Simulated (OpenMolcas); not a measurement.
# doublet [BPH4]+: levels of theory compared

Wanted: a comparison of 6 runs (UHF/STO-3G, U-r2SCAN/STO-3G, UB3LYP/STO-3G, UPBE0/STO-3G, ROMP2/STO-3G, ROCCSD(T)/STO-3G) of doublet [BPH4]+. 

Program for the calculation: OpenMolcas 26.06.

1 further run of the same task is left out (set aside as unsound or not needed).

## Step 1: Starting point

[BPH4]+: 6 atoms, total charge +1, spin state doublet. SMILES of the parent species: `BP`. Geometry: relaxed at GFN2-xTB. That shape belongs to the parent species and isn't relaxed for this state.

Bond lengths: B1–P2 1.841 Å, B1–H3 1.169 Å, B1–H4 1.169 Å, P2–H5 1.378 Å, P2–H6 1.378 Å. Angles: B1–P2–H5 103.7°, B1–P2–H6 103.7°, P2–B1–H3 119.5°, P2–B1–H4 119.5°, H5–P2–H6 96.8°, H3–B1–H4 120.3°.

## Step 2: The energy at UHF/STO-3G (run 1)

Input file mol.inp:

```
&GATEWAY
BASLIB
$CurrDir
COORD
6
angstrom
B        0.002660      -0.867960       0.118880
P        0.378740       0.928770       0.259630
H       -0.777460      -1.351190       0.842930
H        0.659230      -1.540870      -0.575930
H        0.599110       1.319050      -1.043720
H       -0.862270       1.512200       0.398210
BASIS
STO-3G
GROUP
NoSym
&SEWARD
&SCF
UHF
CHARGE
1
SPIN
2
THRESHOLDS
1e-10 1e-07 1e-07 1e-05
PRORBITALS
1 1
```

The basis set STO-3G is read from a file made from the Basis Set Exchange's data (not shown).

Command:

```
$ export MOLCAS_MEM=1860
$ pymolcas mol.inp > mol.log
```

What it wrote:

```text
--- Start Module: gateway ---
[...]
--- Stop Module: gateway /rc=_RC_ALL_IS_WELL_ ---
--- Start Module: seward ---
[...]
      Basis functions           18
--- Stop Module: seward /rc=_RC_ALL_IS_WELL_ ---
--- Start Module: scf ---
[...]
       Convergence after  18 Iterations
[...]
::    Total SCF energy                               -363.3450820645
[...]
      Total spin, S                                     0.5031853530
[...]
      Total electronic charge=   23.000000
      Total            charge=    1.000000
[...]
      Dipole Moment (debye):
      Origin of the operator (angstrom)=    0.2472    0.4162    0.1949
                   X=  4.3879E-02               Y=  1.4126E+00               Z= -1.4442E-01           Total=  1.4207E+00
      Center of Charge (angstrom)
[...]
--- Stop Module: scf /rc=_RC_ALL_IS_WELL_ ---
[...]
```

Run time: 1.8 s. Hardware: 1 thread of Arm Neoverse V1, shared host; peak memory 0.37 GiB.

## Step 3: The energy at U-r2SCAN/STO-3G (run 2)

Input file mol.input:

```
* BH4P Kohn-Sham DFT
>>> EXPORT MOLCAS_PRINT=2

&GATEWAY
 BasLib
 $CurrDir
 Coord
 6
 angstrom
 B        0.002660      -0.867960       0.118880
 P        0.378740       0.928770       0.259630
 H       -0.777460      -1.351190       0.842930
 H        0.659230      -1.540870      -0.575930
 H        0.599110       1.319050      -1.043720
 H       -0.862270       1.512200       0.398210
 Basis
 STO-3G
 Group
 NoSym

&SEWARD
 GridInput
 Grid=UltraFine
 End of Grid

&SCF
 UHF
 Charge
 1
 Spin
 2
 KSDFT
 2
 1.0 MGGA_X_R2SCAN
 1.0 MGGA_C_R2SCAN
 Thresholds
 1e-10 1e-07 1e-07 1e-05
 PrOrbitals
 1 1
```

The basis set STO-3G is read from a file made from the Basis Set Exchange's data (not shown).

Command:

```
$ export MOLCAS_MEM=1860
$ pymolcas mol.input > mol.log
```

What it wrote:

```text
--- Start Module: gateway ---
[...]
--- Stop Module: gateway /rc=_RC_ALL_IS_WELL_ ---
--- Start Module: seward ---
[...]
      Basis functions           18
--- Stop Module: seward /rc=_RC_ALL_IS_WELL_ ---
--- Start Module: scf ---
[...]
       Convergence after  16 Iterations
[...]
::    Total KS-DFT energy                            -364.0629419364
[...]
      Total spin, S                                     0.5019399392
[...]
      Total electronic charge=   23.000000
      Total            charge=    1.000000
[...]
      Dipole Moment (debye):
      Origin of the operator (angstrom)=    0.2472    0.4162    0.1949
                   X= -6.6281E-02               Y=  1.3397E+00               Z= -2.4646E-01           Total=  1.3638E+00
      Center of Charge (angstrom)
[...]
--- Stop Module: scf /rc=_RC_ALL_IS_WELL_ ---
[...]
```

Wall time 11 s (1 thread of Arm Neoverse V1, shared host); peak memory 0.37 GiB.

Runs 3 to 4 aren't shown in full; the table further down has their settings and results.

## Step 4: A single-point energy at ROMP2/STO-3G (run 5)

Input file mol.inp:

```
>>> EXPORT MOLCAS_PRINT=2

&GATEWAY
 BasLib = $CurrDir
 Coord
 6
 angstrom
 B        0.002660      -0.867960       0.118880
 P        0.378740       0.928770       0.259630
 H       -0.777460      -1.351190       0.842930
 H        0.659230      -1.540870      -0.575930
 H        0.599110       1.319050      -1.043720
 H       -0.862270       1.512200       0.398210
 Basis = STO-3G
 Group = NoSym

&SEWARD

&SCF
 UHF
 Charge = 1
 Spin = 2
 Thresholds = 1e-10 1e-07 1e-07 1e-05
 PrOrbitals = 1 1

&RASSCF
 FileOrb = $Project.UnaOrb
 Spin = 2
 Nactel = 1 0 0
 Inactive = 11
 Ras2 = 1
 OutOrbitals = Canonical
 OrbListing = Nothing

&CASPT2
 IPEA = 0.0
 Frozen = 6
```

The basis set STO-3G is read from a file made from the Basis Set Exchange's data (not shown).

Command:

```
$ export MOLCAS_MEM=1860
$ pymolcas mol.inp > mol.log
```

What it wrote:

```text
--- Start Module: gateway ---
[...]
--- Stop Module: gateway /rc=_RC_ALL_IS_WELL_ ---
[...]
      Basis functions           18
[...]
       Convergence after  18 Iterations
[...]
::    Total SCF energy                               -363.3450820645
[...]
      Total spin, S                                     0.5031853530
[...]
--- Start Module: rasscf ---
[...]
      Number of active orbitals                  1
[...]
      Spin quantum number                      0.5
[...]
      Active orbitals                            1
[...]
      Number of CSFs                             1
[...]
      Number of root(s) required                 1
[...]
      Convergence after  8 iterations
[...]
      printout of CI-coefficients larger than  0.05 for root  1
      energy=    -363.343895
      conf/sym  1     Coeff  Weight
             1  u   1.00000 1.00000
      Natural orbitals and occupation numbers for root  1
      sym 1:   1.000000
      ************************************************************************************************************************
      *                                                    Final results                                                     *
[...]
::    RASSCF root number  1 Total energy:   -363.34389473
[...]
      Total electronic charge=   23.000000
      Total            charge=    1.000000
[...]
      Dipole Moment (debye):
      Origin of the operator (angstrom)=    0.2472    0.4162    0.1949
                   X=  4.2093E-02               Y=  1.3934E+00               Z= -1.4364E-01           Total=  1.4014E+00
      Center of Charge (angstrom)
[...]
--- Stop Module: rasscf /rc=_RC_ALL_IS_WELL_ ---
--- Start Module: caspt2 ---
[...]
 ###    WARNING: User changed nr of frozen orbitals.                         ###
 ###############################################################################
[...]
      E2 (Variational):          -0.0649798753
      Total energy:            -363.4088746034
[...]
      Reference weight:           0.96945
[...]
::    CASPT2 Root  1     Total energy:   -363.40887460
[...]
--- Stop Module: caspt2 /rc=_RC_ALL_IS_WELL_ ---
[...]
```

Run time: 2.5 s. Hardware: 1 thread of Arm Neoverse V1, shared host; peak memory 0.37 GiB.

## Step 5: The energy at ROCCSD(T)/STO-3G (run 6)

Input file mol.input:

```
&GATEWAY
BASLIB = $CurrDir
COORD
6
angstrom
B        0.002660      -0.867960       0.118880
P        0.378740       0.928770       0.259630
H       -0.777460      -1.351190       0.842930
H        0.659230      -1.540870      -0.575930
H        0.599110       1.319050      -1.043720
H       -0.862270       1.512200       0.398210
BASIS = STO-3G
GROUP = NoSym
&SEWARD
&SCF
UHF
CHARGE = 1
SPIN = 2
THRESHOLDS = 1e-10 1e-07 1e-07 1e-05
PRORBITALS = 1 1
&RASSCF
FILEORB = $Project.UnaOrb
SPIN = 2
NACTEL = 1 0 0
INACTIVE = 11
RAS2 = 1
OUTORBITALS = Canonical
ORBLISTING = Nothing
&MOTRA
JOBIPH
FROZEN = 6
&CCSDT
CCT
TRIPLES = 3
ITERATIONS = 80
ACCURACY = 1e-08
EXTRAPOLATION = 5 4
```

The basis set STO-3G is read from a file made from the Basis Set Exchange's data (not shown).

Command:

```
$ export MOLCAS_MEM=1860
$ pymolcas mol.input > mol.log
```

What it wrote:

```text
--- Start Module: gateway ---
[...]
--- Stop Module: gateway /rc=_RC_ALL_IS_WELL_ ---
[...]
      Basis functions           18
[...]
       Convergence after  18 Iterations
[...]
::    Total SCF energy                               -363.3450820645
[...]
      Total spin, S                                     0.5031853530
[...]
      Number of active orbitals                  1
[...]
      Spin quantum number                      0.5
[...]
      Active orbitals                            1
[...]
      Number of CSFs                             1
[...]
      Number of root(s) required                 1
[...]
      Convergence after  8 iterations
[...]
      printout of CI-coefficients larger than  0.05 for root  1
      energy=    -363.343895
      conf/sym  1     Coeff  Weight
             1  u   1.00000 1.00000
      Natural orbitals and occupation numbers for root  1
      sym 1:   1.000000
      ************************************************************************************************************************
      *                                                    Final results                                                     *
[...]
::    RASSCF root number  1 Total energy:   -363.34389473
[...]
      Total electronic charge=   23.000000
      Total            charge=    1.000000
[...]
      Dipole Moment (debye):
      Origin of the operator (angstrom)=    0.2472    0.4162    0.1949
                   X=  4.2093E-02               Y=  1.3934E+00               Z= -1.4364E-01           Total=  1.4014E+00
      Center of Charge (angstrom)
[...]
--- Start Module: motra ---
[...]
      *** WARNING: Default frozen orbitals is overwritten by user input.
      *** Default values:   6
[...]
--- Stop Module: motra /rc=_RC_ALL_IS_WELL_ ---
--- Start Module: ccsdt ---
[...]
      Convergence after                    18  Iterations
      Total energy (diff) :    -363.43673852      -0.00000001
[...]
 METHOD                       : CCSD+T(CCSD)+<T3(1)WT1>+<T3(1)UT2> = CCSD(T)
[...]
       CCSD     =      -363.4367385248768
[...]
--- Stop Module: ccsdt /rc=_RC_ALL_IS_WELL_ ---
[...]
```

It took 3 s on 1 thread of Arm Neoverse V1, shared host; peak memory 0.37 GiB.

## Step 6: Overview of the runs

```tsv
run	level	integration grid	frozen core orbitals	energy (Eh)	HOMO energy (eV)	LUMO energy (eV)	⟨S²⟩	wall time
1	UHF/STO-3G	–	–	-363.345082	-18.80	-5.75	0.756	1.8 s
2	U-r2SCAN/STO-3G	UltraFine	–	-364.062942	-14.32	-11.77	0.754	11 s
3	UB3LYP/STO-3G	UltraFine	–	-364.112643	-15.25	-11.46	0.752	9 s
4	UPBE0/STO-3G	UltraFine	–	-363.940961	-15.41	-11.01	0.753	8.4 s
5	ROMP2/STO-3G	–	6	-363.408875	–	–	–	2.5 s
6	ROCCSD(T)/STO-3G	–	6	-363.437468	–	–	–	3 s
```

## Step 7: Results

| quantity | value |
| --- | --- |
| run 6: total energy | -363.43747 Eh |
| run 6: (T) correction | -0.73 mEh |

What this shows: Totals of different functionals can't be ranked against each other. In runs 1, 2, 3, 4, 5, 6 the basis is minimal, so the values are rough. All runs together took 35 s, the longest 11 s.
